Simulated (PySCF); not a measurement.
# HBr₂Cl, a complex of two parts: interaction energy, part 3 of 3

PySCF 2.14.0. Atoms count from 0, parts from 1. Earlier steps stand in the parts before.

## Step 8: Coupled-cluster interaction energy: CCSD(T) and MP2, 2.37 Å

The job: settings as JSON, then the geometry in Å.

```
{"job": {"kind": "intercc", "basis": "aug-cc-pVDZ", "basis_mid": "aug-cc-pVTZ", "basis_large": "aug-cc-pVQZ"}, "charge": 0, "multiplicity": 1, "parts": [{"atoms": "0-1", "charge": 0, "multiplicity": 1}, {"atoms": "2-3", "charge": 0, "multiplicity": 1}]}
Br     1.333340     0.045548     0.040443
Br    -0.942203    -0.059188    -0.024585
Cl     0.876460     3.566488     0.873558
H      1.136134     2.341116     0.585968
```

With the program's defaults for keys left out, this is: CCSD(T)/aug-cc-pVDZ and MP2/aug-cc-pVTZ, aug-cc-pVQZ counterpoise interaction energy, frozen core, gas phase.

The log of the run:

```text
part 1, own basis, geometry of the cluster: E = -5144.9158603821 (as before)

part 2, own basis, geometry of the cluster: E = -460.1074190465 (as before)

part 1, own basis, relaxed alone: E = -5144.9158608097 (as before)

part 2, own basis, relaxed alone: E = -460.1075273248 (as before)

cluster
final grid: 7144 points
cycle   1  E = -5605.0185457500  dE = -4.883e-03  |g| = 2.795e-02  |ddm| = 3.412e-01
cycle   2  E = -5605.0189526288  dE = -4.069e-04  |g| = 9.844e-03  |ddm| = 6.519e-02
cycle   3  E = -5605.0190075697  dE = -5.494e-05  |g| = 4.391e-03  |ddm| = 1.941e-02
cycle   4  E = -5605.0190199714  dE = -1.240e-05  |g| = 1.140e-03  |ddm| = 1.129e-02
cycle   5  E = -5605.0190210013  dE = -1.030e-06  |g| = 4.859e-04  |ddm| = 3.168e-03
cycle   6  E = -5605.0190212161  dE = -2.148e-07  |g| = 1.455e-04  |ddm| = 1.663e-03
cycle   7  E = -5605.0190212472  dE = -3.109e-08  |g| = 7.351e-05  |ddm| = 6.567e-04
cycle   8  E = -5605.0190212580  dE = -1.074e-08  |g| = 3.112e-05  |ddm| = 4.734e-04
cycle   9  E = -5605.0190212602  dE = -2.220e-09  |g| = 1.166e-05  |ddm| = 2.445e-04
cycle  10  E = -5605.0190212604  dE = -2.183e-10  |g| = 4.473e-06  |ddm| = 7.578e-05
converged SCF energy = -5605.0190212604

part 1 in the basis of the cluster
final grid: 7144 points
cycle   1  E = -5144.9159201041  dE = -6.157e-05  |g| = 1.536e-03  |ddm| = 1.363e-01
cycle   2  E = -5144.9159210601  dE = -9.560e-07  |g| = 2.412e-04  |ddm| = 1.690e-02
cycle   3  E = -5144.9159210896  dE = -2.958e-08  |g| = 5.181e-05  |ddm| = 3.219e-03
cycle   4  E = -5144.9159210902  dE = -5.457e-10  |g| = 1.198e-05  |ddm| = 2.413e-04
converged SCF energy = -5144.9159210902

part 2 in the basis of the cluster
final grid: 7144 points
cycle   1  E = -460.1074509194  dE = -3.128e-05  |g| = 9.647e-04  |ddm| = 1.244e-01
cycle   2  E = -460.1074512839  dE = -3.645e-07  |g| = 1.305e-04  |ddm| = 1.254e-02
cycle   3  E = -460.1074512933  dE = -9.415e-09  |g| = 1.212e-05  |ddm| = 1.707e-03
cycle   4  E = -460.1074512934  dE = -9.481e-11  |g| = 2.978e-06  |ddm| = 7.918e-05
converged SCF energy = -460.1074512934

Interaction energy (kcal/mol)
  counterpoise       -1.264
  uncorrected        -2.996
  dispersion part     0.000
  deformation         0.033
  binding            -1.231

Decomposition of the uncorrected value (kcal/mol)
  electrostatic      -3.132
  Pauli               9.166
  orbital            -3.363
  dispersion          0.000
  correlation        -5.668

Charge of each part in the cluster: 0.019 -0.019
part 1, own basis, geometry of the cluster: E = -5144.9216093301 (as before)

part 2, own basis, geometry of the cluster: E = -460.1111863948 (as before)

part 1, own basis, relaxed alone: E = -5144.9216103728 (as before)

part 2, own basis, relaxed alone: E = -460.1113072764 (as before)

cluster
final grid: 7144 points
cycle   1  E = -5605.0279904145  dE = -4.713e-03  |g| = 2.886e-02  |ddm| = 3.405e-01
cycle   2  E = -5605.0283939886  dE = -4.036e-04  |g| = 1.052e-02  |ddm| = 6.360e-02
cycle   3  E = -5605.0284487984  dE = -5.481e-05  |g| = 4.555e-03  |ddm| = 2.167e-02
cycle   4  E = -5605.0284622084  dE = -1.341e-05  |g| = 1.273e-03  |ddm| = 1.344e-02
cycle   5  E = -5605.0284632814  dE = -1.073e-06  |g| = 5.380e-04  |ddm| = 3.834e-03
cycle   6  E = -5605.0284635347  dE = -2.533e-07  |g| = 1.600e-04  |ddm| = 2.195e-03
cycle   7  E = -5605.0284635691  dE = -3.439e-08  |g| = 7.936e-05  |ddm| = 7.315e-04
cycle   8  E = -5605.0284635811  dE = -1.204e-08  |g| = 3.295e-05  |ddm| = 5.384e-04
cycle   9  E = -5605.0284635835  dE = -2.381e-09  |g| = 1.344e-05  |ddm| = 2.617e-04
cycle  10  E = -5605.0284635838  dE = -2.865e-10  |g| = 5.647e-06  |ddm| = 8.896e-05
converged SCF energy = -5605.0284635838

part 1 in the basis of the cluster
final grid: 7144 points
cycle   1  E = -5144.9216173699  dE = -9.020e-06  |g| = 4.751e-04  |ddm| = 9.353e-02
cycle   2  E = -5144.9216174465  dE = -7.660e-08  |g| = 5.646e-05  |ddm| = 9.281e-03
cycle   3  E = -5144.9216174482  dE = -1.721e-09  |g| = 9.920e-06  |ddm| = 1.414e-03
cycle   4  E = -5144.9216174483  dE = -1.637e-11  |g| = 3.695e-06  |ddm| = 1.085e-04
converged SCF energy = -5144.9216174483

part 2 in the basis of the cluster
final grid: 7144 points
cycle   1  E = -460.1111979514  dE = -1.057e-05  |g| = 5.913e-04  |ddm| = 1.456e-01
cycle   2  E = -460.1111981206  dE = -1.692e-07  |g| = 8.608e-05  |ddm| = 1.647e-02
cycle   3  E = -460.1111981251  dE = -4.482e-09  |g| = 5.662e-06  |ddm| = 2.534e-03
cycle   4  E = -460.1111981251  dE = -2.171e-11  |g| = 9.902e-07  |ddm| = 6.755e-05
converged SCF energy = -460.1111981251

Interaction energy (kcal/mol)
  counterpoise       -1.530
  uncorrected        -2.947
  dispersion part     0.000
  deformation         0.041
  binding            -1.489

Decomposition of the uncorrected value (kcal/mol)
  electrostatic      -3.125
  Pauli               9.098
  orbital            -3.255
  dispersion          0.000
  correlation        -5.666

Charge of each part in the cluster: 0.019 -0.019
part 1 in the basis of the cluster: E(HF) = -5144.761721773  E2 = -0.278117828  E(CCSD corr) = -0.297292791  (T) = -0.008853007
part 2 in the basis of the cluster: E(HF) = -460.092679892  E2 = -0.159648776  E(CCSD corr) = -0.176143479  (T) = -0.004016909
cluster: E(HF) = -5604.849878619  E2 = -0.442738575  E(CCSD corr) = -0.476820651  (T) = -0.013475944

Counterpoise interaction energy (kcal/mol)
  hf_small                   2.838
  mp2_small                 -0.282
  ccsd_small                 0.715
  ccsdt_small                0.334
  hf_large                   2.731
  mp2_large                 -1.530
  hf_middle                  2.730
  mp2_middle                -1.264
  scs_mp2_large             -0.505
  mp2_limit                 -1.724
  ccsdt_less_mp2             0.616
  ccsdt_limit_estimate      -1.108
  bsse_mp2_large             1.418
```

Wall time 6 min (1 thread of Arm Neoverse N1, shared host); peak memory 1.5 GiB.

Contacts at this geometry (a selection, picked against the atoms' radii; other short pairs can be missing):

```csv
atoms,distance (Å),kind (by distance and angle),angle (°)
H3···Br0,2.37,hydrogen bond,173
```

Differences are taken before rounding.

```csv
method,interaction energy (kcal/mol),"from CCSD(T), limit estimate (kcal/mol)"
HF/aug-cc-pVDZ,2.84,+3.95
MP2/aug-cc-pVDZ,-0.28,+0.83
CCSD/aug-cc-pVDZ,0.71,+1.82
CCSD(T)/aug-cc-pVDZ,0.33,+1.44
HF/aug-cc-pVQZ,2.73,+3.84
MP2/aug-cc-pVQZ,-1.53,-0.42
SCS-MP2/aug-cc-pVQZ,-0.50,+0.60
"MP2, extrapolated",-1.72,-0.62
"CCSD(T), limit estimate",-1.11,0
```

## Step 9: Coupled-cluster interaction energy: CCSD(T) and MP2, 3.95 Å

Same as in step 8 but for these lines:

```diff
@@ -3,3 +3,3 @@
 Br    -0.942203    -0.059188    -0.024585
-Cl     0.876460     3.566488     0.873558
-H      1.136134     2.341116     0.585968
+Cl     0.744989     5.096866     1.237242
+H      1.004663     3.871494     0.949652
```

Level: CCSD(T)/aug-cc-pVDZ and MP2/aug-cc-pVTZ, aug-cc-pVQZ counterpoise interaction energy, frozen core, gas phase.

The log of the run:

```text
part 1, own basis, geometry of the cluster: E = -5144.9158603821 (as before)

part 2, own basis, geometry of the cluster: E = -460.1074190465 (as before)

part 1, own basis, relaxed alone: E = -5144.9158608097 (as before)

part 2, own basis, relaxed alone: E = -460.1075273248 (as before)

cluster
final grid: 7144 points
cycle   1  E = -5605.0236290603  dE = -1.109e-04  |g| = 4.851e-03  |ddm| = 8.777e-02
cycle   2  E = -5605.0236375922  dE = -8.532e-06  |g| = 1.750e-03  |ddm| = 1.369e-02
cycle   3  E = -5605.0236387583  dE = -1.166e-06  |g| = 5.856e-04  |ddm| = 2.959e-03
cycle   4  E = -5605.0236389965  dE = -2.382e-07  |g| = 1.914e-04  |ddm| = 1.942e-03
cycle   5  E = -5605.0236390211  dE = -2.461e-08  |g| = 5.363e-05  |ddm| = 6.258e-04
cycle   6  E = -5605.0236390239  dE = -2.759e-09  |g| = 1.550e-05  |ddm| = 2.005e-04
cycle   7  E = -5605.0236390241  dE = -2.492e-10  |g| = 6.647e-06  |ddm| = 5.861e-05
converged SCF energy = -5605.0236390241

part 1 in the basis of the cluster
final grid: 7144 points
cycle   1  E = -5144.9158805302  dE = -2.168e-05  |g| = 8.488e-04  |ddm| = 6.067e-02
cycle   2  E = -5144.9158809181  dE = -3.880e-07  |g| = 1.331e-04  |ddm| = 6.826e-03
cycle   3  E = -5144.9158809301  dE = -1.198e-08  |g| = 1.233e-05  |ddm| = 1.297e-03
cycle   4  E = -5144.9158809302  dE = -9.641e-11  |g| = 3.716e-06  |ddm| = 9.280e-05
converged SCF energy = -5144.9158809302

part 2 in the basis of the cluster
final grid: 7144 points
cycle   1  E = -460.1074260077  dE = -6.974e-06  |g| = 4.182e-04  |ddm| = 5.408e-02
cycle   2  E = -460.1074260841  dE = -7.639e-08  |g| = 5.216e-05  |ddm| = 5.092e-03
cycle   3  E = -460.1074260857  dE = -1.560e-09  |g| = 4.221e-06  |ddm| = 6.227e-04
cycle   4  E = -460.1074260857  dE = -1.307e-11  |g| = 8.324e-07  |ddm| = 2.345e-05
converged SCF energy = -460.1074260857

Interaction energy (kcal/mol)
  counterpoise       -0.593
  uncorrected        -0.863
  dispersion part     0.000
  deformation         0.033
  binding            -0.560

Decomposition of the uncorrected value (kcal/mol)
  electrostatic      -0.190
  Pauli               0.040
  orbital            -0.076
  dispersion          0.000
  correlation        -0.637

Charge of each part in the cluster: 0.001 -0.001
part 1, own basis, geometry of the cluster: E = -5144.9216093301 (as before)

part 2, own basis, geometry of the cluster: E = -460.1111863948 (as before)

part 1, own basis, relaxed alone: E = -5144.9216103728 (as before)

part 2, own basis, relaxed alone: E = -460.1113072764 (as before)

cluster
final grid: 7144 points
cycle   1  E = -5605.0331236923  dE = -9.912e-05  |g| = 5.258e-03  |ddm| = 8.998e-02
cycle   2  E = -5605.0331326143  dE = -8.922e-06  |g| = 2.018e-03  |ddm| = 1.579e-02
cycle   3  E = -5605.0331338934  dE = -1.279e-06  |g| = 6.257e-04  |ddm| = 4.067e-03
cycle   4  E = -5605.0331341544  dE = -2.610e-07  |g| = 2.320e-04  |ddm| = 2.227e-03
cycle   5  E = -5605.0331341842  dE = -2.981e-08  |g| = 5.777e-05  |ddm| = 6.873e-04
cycle   6  E = -5605.0331341874  dE = -3.176e-09  |g| = 1.745e-05  |ddm| = 2.805e-04
cycle   7  E = -5605.0331341877  dE = -2.892e-10  |g| = 7.291e-06  |ddm| = 6.548e-05
converged SCF energy = -5605.0331341877

part 1 in the basis of the cluster
final grid: 7144 points
cycle   1  E = -5144.9216110889  dE = -2.864e-06  |g| = 2.593e-04  |ddm| = 4.147e-02
cycle   2  E = -5144.9216111254  dE = -3.642e-08  |g| = 3.601e-05  |ddm| = 4.825e-03
cycle   3  E = -5144.9216111263  dE = -9.168e-10  |g| = 3.552e-06  |ddm| = 8.182e-04
converged SCF energy = -5144.9216111263

part 2 in the basis of the cluster
final grid: 7144 points
cycle   1  E = -460.1111904443  dE = -4.075e-06  |g| = 3.530e-04  |ddm| = 6.415e-02
cycle   2  E = -460.1111905136  dE = -6.927e-08  |g| = 5.167e-05  |ddm| = 7.080e-03
cycle   3  E = -460.1111905153  dE = -1.762e-09  |g| = 3.086e-06  |ddm| = 1.041e-03
cycle   4  E = -460.1111905153  dE = -8.583e-12  |g| = 3.921e-07  |ddm| = 2.859e-05
converged SCF energy = -460.1111905153

Interaction energy (kcal/mol)
  counterpoise       -0.609
  uncorrected        -0.816
  dispersion part     0.000
  deformation         0.041
  binding            -0.568

Decomposition of the uncorrected value (kcal/mol)
  electrostatic      -0.186
  Pauli               0.042
  orbital            -0.069
  dispersion          0.000
  correlation        -0.603

Charge of each part in the cluster: 0.001 -0.001
part 1 in the basis of the cluster: E(HF) = -5144.760910764  E2 = -0.276311561  E(CCSD corr) = -0.295417294  (T) = -0.008681023
part 2 in the basis of the cluster: E(HF) = -460.092601767  E2 = -0.159314234  E(CCSD corr) = -0.175801508  (T) = -0.003978045
cluster: E(HF) = -5604.853940558  E2 = -0.436158807  E(CCSD corr) = -0.471591564  (T) = -0.012721164

Counterpoise interaction energy (kcal/mol)
  hf_small                  -0.269
  mp2_small                 -0.603
  ccsd_small                -0.502
  ccsdt_small               -0.541
  hf_large                  -0.209
  mp2_large                 -0.609
  hf_middle                 -0.208
  mp2_middle                -0.593
  scs_mp2_large             -0.510
  mp2_limit                 -0.620
  ccsdt_less_mp2             0.062
  ccsdt_limit_estimate      -0.558
  bsse_mp2_large             0.208
```

Run time: 5.9 min. Hardware: 1 thread of Arm Neoverse N1, shared host; peak memory 1.5 GiB.

Contacts at this geometry (a selection, picked against the atoms' radii; other short pairs can be missing):

```csv
atoms,distance (Å),kind (by distance and angle),angle (°)
Br0···H3,3.95,beyond van der Waals contact,–
```

```
                 method  interaction energy (kcal/mol)  from CCSD(T), limit estimate (kcal/mol)
         HF/aug-cc-pVDZ                          -0.27                                    +0.29
        MP2/aug-cc-pVDZ                          -0.60                                    -0.04
       CCSD/aug-cc-pVDZ                          -0.50                                    +0.06
    CCSD(T)/aug-cc-pVDZ                          -0.54                                    +0.02
         HF/aug-cc-pVQZ                          -0.21                                    +0.35
        MP2/aug-cc-pVQZ                          -0.61                                    -0.05
    SCS-MP2/aug-cc-pVQZ                          -0.51                                    +0.05
      MP2, extrapolated                          -0.62                                    -0.06
CCSD(T), limit estimate                          -0.56                                        0
```

## Step 10: Coupled-cluster interaction energy: CCSD(T) and MP2, 5.26 Å

Same as in step 9 but for these lines:

```diff
@@ -3,3 +3,3 @@
 Br    -0.942203    -0.059188    -0.024585
-Cl     0.744989     5.096866     1.237242
-H      1.004663     3.871494     0.949652
+Cl     0.635430     6.372182     1.540311
+H      0.895104     5.146810     1.252721
```

With the program's defaults for keys left out, this is: CCSD(T)/aug-cc-pVDZ and MP2/aug-cc-pVTZ, aug-cc-pVQZ counterpoise interaction energy, frozen core, gas phase.

The log of the run:

```text
part 1, own basis, geometry of the cluster: E = -5144.9158603821 (as before)

part 2, own basis, geometry of the cluster: E = -460.1074190465 (as before)

part 1, own basis, relaxed alone: E = -5144.9158608097 (as before)

part 2, own basis, relaxed alone: E = -460.1075273248 (as before)

cluster
final grid: 7144 points
cycle   1  E = -5605.0234298003  dE = -2.541e-05  |g| = 2.194e-03  |ddm| = 5.295e-02
cycle   2  E = -5605.0234314139  dE = -1.614e-06  |g| = 7.669e-04  |ddm| = 5.914e-03
cycle   3  E = -5605.0234316136  dE = -1.996e-07  |g| = 2.221e-04  |ddm| = 1.306e-03
cycle   4  E = -5605.0234316448  dE = -3.121e-08  |g| = 7.464e-05  |ddm| = 8.179e-04
cycle   5  E = -5605.0234316482  dE = -3.456e-09  |g| = 2.098e-05  |ddm| = 2.642e-04
cycle   6  E = -5605.0234316487  dE = -4.229e-10  |g| = 5.503e-06  |ddm| = 8.207e-05
converged SCF energy = -5605.0234316487

part 1 in the basis of the cluster
final grid: 7144 points
cycle   1  E = -5144.9158679891  dE = -8.307e-06  |g| = 4.822e-04  |ddm| = 5.569e-02
cycle   2  E = -5144.9158681488  dE = -1.597e-07  |g| = 7.639e-05  |ddm| = 4.193e-03
cycle   3  E = -5144.9158681536  dE = -4.793e-09  |g| = 5.079e-06  |ddm| = 5.357e-04
cycle   4  E = -5144.9158681536  dE = -1.091e-11  |g| = 1.283e-06  |ddm| = 5.436e-05
converged SCF energy = -5144.9158681536

part 2 in the basis of the cluster
final grid: 7144 points
cycle   1  E = -460.1074211720  dE = -2.122e-06  |g| = 1.776e-04  |ddm| = 1.957e-02
cycle   2  E = -460.1074211856  dE = -1.361e-08  |g| = 1.707e-05  |ddm| = 1.666e-03
cycle   3  E = -460.1074211858  dE = -1.543e-10  |g| = 1.135e-06  |ddm| = 1.843e-04
converged SCF energy = -460.1074211858

Interaction energy (kcal/mol)
  counterpoise       -0.177
  uncorrected        -0.250
  dispersion part     0.000
  deformation         0.033
  binding            -0.144

Decomposition of the uncorrected value (kcal/mol)
  electrostatic      -0.079
  Pauli               0.000
  orbital            -0.017
  dispersion          0.000
  correlation        -0.154

Charge of each part in the cluster: 0.000 -0.000
part 1, own basis, geometry of the cluster: E = -5144.9216093301 (as before)

part 2, own basis, geometry of the cluster: E = -460.1111863948 (as before)

part 1, own basis, relaxed alone: E = -5144.9216103728 (as before)

part 2, own basis, relaxed alone: E = -460.1113072764 (as before)

cluster
final grid: 7144 points
cycle   1  E = -5605.0329350904  dE = -1.684e-05  |g| = 2.332e-03  |ddm| = 4.232e-02
cycle   2  E = -5605.0329365525  dE = -1.462e-06  |g| = 8.897e-04  |ddm| = 6.097e-03
cycle   3  E = -5605.0329367635  dE = -2.110e-07  |g| = 2.285e-04  |ddm| = 1.667e-03
cycle   4  E = -5605.0329367953  dE = -3.179e-08  |g| = 8.977e-05  |ddm| = 8.518e-04
cycle   5  E = -5605.0329367996  dE = -4.318e-09  |g| = 2.094e-05  |ddm| = 2.932e-04
cycle   6  E = -5605.0329368000  dE = -4.175e-10  |g| = 6.128e-06  |ddm| = 9.073e-05
converged SCF energy = -5605.0329368000

part 1 in the basis of the cluster
final grid: 7144 points
cycle   1  E = -5144.9216099995  dE = -1.237e-06  |g| = 1.577e-04  |ddm| = 2.444e-02
cycle   2  E = -5144.9216100149  dE = -1.545e-08  |g| = 2.069e-05  |ddm| = 2.343e-03
cycle   3  E = -5144.9216100153  dE = -3.529e-10  |g| = 1.553e-06  |ddm| = 3.899e-04
converged SCF energy = -5144.9216100153

part 2 in the basis of the cluster
final grid: 7144 points
cycle   1  E = -460.1111877878  dE = -1.394e-06  |g| = 1.773e-04  |ddm| = 3.434e-02
cycle   2  E = -460.1111878077  dE = -1.991e-08  |g| = 2.387e-05  |ddm| = 3.170e-03
cycle   3  E = -460.1111878081  dE = -4.146e-10  |g| = 1.311e-06  |ddm| = 4.213e-04
converged SCF energy = -460.1111878081

Interaction energy (kcal/mol)
  counterpoise       -0.178
  uncorrected        -0.241
  dispersion part     0.000
  deformation         0.041
  binding            -0.137

Decomposition of the uncorrected value (kcal/mol)
  electrostatic      -0.078
  Pauli               0.000
  orbital            -0.012
  dispersion          0.000
  correlation        -0.153

Charge of each part in the cluster: 0.000 -0.000
part 1 in the basis of the cluster: E(HF) = -5144.760812195  E2 = -0.276121766  E(CCSD corr) = -0.295232631  (T) = -0.008666258
part 2 in the basis of the cluster: E(HF) = -460.092586842  E2 = -0.159263620  E(CCSD corr) = -0.175749281  (T) = -0.003972011
cluster: E(HF) = -5604.853573058  E2 = -0.435503871  E(CCSD corr) = -0.471056819  (T) = -0.012650631

Counterpoise interaction energy (kcal/mol)
  hf_small                  -0.109
  mp2_small                 -0.184
  ccsd_small                -0.156
  ccsdt_small               -0.164
  hf_large                  -0.087
  mp2_large                 -0.178
  hf_middle                 -0.089
  mp2_middle                -0.177
  scs_mp2_large             -0.154
  mp2_limit                 -0.179
  ccsdt_less_mp2             0.020
  ccsdt_limit_estimate      -0.160
  bsse_mp2_large             0.064
```

It took 5.8 min on 1 thread of Arm Neoverse N1, shared host; peak memory 1.5 GiB.

Contacts at this geometry (a selection, picked against the atoms' radii; other short pairs can be missing):

| atoms | distance (Å) | kind (by distance and angle) | angle (°) |
| --- | --- | --- | --- |
| Br0···H3 | 5.26 | beyond van der Waals contact | – |

Differences are taken before rounding.

| method | interaction energy (kcal/mol) | from CCSD(T), limit estimate (kcal/mol) |
| --- | --- | --- |
| HF/aug-cc-pVDZ | -0.109 | +0.051 |
| MP2/aug-cc-pVDZ | -0.184 | -0.024 |
| CCSD/aug-cc-pVDZ | -0.156 | +0.004 |
| CCSD(T)/aug-cc-pVDZ | -0.164 | -0.004 |
| HF/aug-cc-pVQZ | -0.087 | +0.073 |
| MP2/aug-cc-pVQZ | -0.178 | -0.018 |
| SCS-MP2/aug-cc-pVQZ | -0.154 | +0.006 |
| MP2, extrapolated | -0.179 | -0.020 |
| CCSD(T), limit estimate | -0.160 | 0 |

## Step 11: The curve

Counterpoise interaction energies (kcal/mol):

```
Br0···H3 (Å)     HF  MP2 limit  CCSD(T) estimate     time
        2.37   2.73      -1.72             -1.11    6 min
        2.50   1.53      -2.06             -1.59  6.1 min
        2.63   0.77      -2.12             -1.75  6.2 min
        2.76   0.31      -2.03             -1.74    6 min
        2.89   0.03      -1.86             -1.63    6 min
        3.29  -0.25      -1.28             -1.15    6 min
        3.95  -0.21      -0.62             -0.56  5.9 min
        5.26  -0.09      -0.18             -0.16  5.8 min
```

## Step 12: Summary of results

What follows sums up all 3 parts.

```
                            quantity                 value
                         point group                    Cs
rotational constants (main isotopes)  2.68, 1.06, 0.76 GHz
          CCSD(T) estimate at 2.37 Å        -1.11 kcal/mol
          CCSD(T) estimate at 2.50 Å        -1.59 kcal/mol
          CCSD(T) estimate at 2.63 Å        -1.75 kcal/mol
          CCSD(T) estimate at 2.76 Å        -1.74 kcal/mol
          CCSD(T) estimate at 2.89 Å        -1.63 kcal/mol
          CCSD(T) estimate at 3.29 Å        -1.15 kcal/mol
          CCSD(T) estimate at 3.95 Å        -0.56 kcal/mol
          CCSD(T) estimate at 5.26 Å        -0.16 kcal/mol
```

The start of the PBE0/def2-TZVPD relaxation was shaken at random by about 0.01 Å, so part of the energy gained, and of the first lengths quoted, undoes that. The optimisation took 12 steps and gained 0.104 eV; among the close pairs (by a distance rule), Cl2–H3 changed most, from 1.328 to 1.285 Å. Along the rigid scan the CCSD(T) estimate is lowest at 2.63 Å (-1.75 kcal/mol), where MP2 at the limit misses it by -0.37 and Hartree-Fock by +2.52.
